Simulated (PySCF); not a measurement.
Ionisation energy of Al by level of theory

Al [Ne] 3s2 3p1 (2P) → Al⁺ [Ne] 3s2 (1S), as a difference of total energies. All numbers are calculated (PySCF 2.14, no relativity, point nucleus, in aug-cc-pV(Q+d)Z (7s6p5d3f2g, 89 functions)). Correlated levels: valence: [Ne] frozen. The calculations carry no spin-orbit coupling.

| method | ionisation energy (eV) |
| --- | --- |
| UHF | 5.608 |
| LDA | 6.030 |
| PBE | 6.077 |
| PBE0 | 6.097 |
| r2SCAN | 6.181 |
| BLYP | 5.871 |
| revPBE | 6.089 |
| B97-3 | 5.932 |
| TPSS | 6.162 |
| MP2 (valence) | 5.853 |
| SCS-MP2 (valence) | 5.840 |

Problem. How much does correlation contribute at MP2 (valence)?

Solution. 5.853 − (5.608) = 0.245 eV, measured against UHF.

A first-order spin-orbit estimate (lowest level to lowest level, LS coupling) adds 0.008 eV.

Errors of the correlated levels include the incompleteness of this basis and the frozen core.

For comparison: 5.986 eV (measured; NIST Atomic Spectra Database, ionization energies).
